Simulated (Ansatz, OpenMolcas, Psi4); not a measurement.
**How methods differ on SiO2 (silicon dioxide molecule)**

The species is SiO2 (3 atoms), meant as a singlet with charge 0. As SMILES, `O=[Si]=O`. Geometry: relaxed at PBE0-D4/def2-TZVP.

| atom | x (Å) | y (Å) | z (Å) |
| --- | --- | --- | --- |
| O | 0.6977 | 1.2296 | 0.5188 |
| Si | 0.0000 | 0.0000 | 0.0000 |
| O | -0.6977 | -1.2296 | -0.5188 |

Each level gives the energy change with the O1–Si2 bond stretched from 1.506 to 1.958 Å (eV). The values are calculated.

```
                                                            level                    kind     program  value (eV)  less CCSD(T)/cc-pVTZ  CPU time (all runs)
                                      revPBE/cc-pVTZ (restricted)                     GGA        Psi4        2.16                 -0.26                 68 s
                                        TPSS/cc-pVTZ (restricted)                meta-GGA        Psi4        2.30                 -0.12              1.7 min
                                        PBE0/cc-pVTZ (restricted)           global hybrid      Ansatz        2.64                 +0.22                  7 s
                                       TPSSh/cc-pVTZ (restricted)         hybrid meta-GGA        Psi4        2.46                 +0.04              1.9 min
                                     wB97M-V/cc-pVTZ (restricted)  range-separated hybrid      Ansatz        2.66                 +0.24                 49 s
DSD-PBEP86/cc-pVTZ (density fitting for correlation) (restricted)           double hybrid        Psi4        2.67                 +0.25                 47 s
                                    RPA@PBE0/cc-pVTZ (restricted)                     RPA      Ansatz        2.44                 +0.02                 12 s
                                         MP3/cc-pVTZ (restricted)     perturbation theory        Psi4        2.88                 +0.46                 54 s
                                     CCSD(T)/cc-pVTZ (restricted)   coupled cluster or CI  OpenMolcas        2.42                  0.00                2 min
```

CCSD(T)/cc-pVTZ (restricted) is the highest level here, not the true value. The first shape isn't each level's own minimum. The values span 2.16 to 2.88 eV. Times are those of the runs behind each value, whatever else they computed, on shared processors of several kinds: orders of magnitude only.
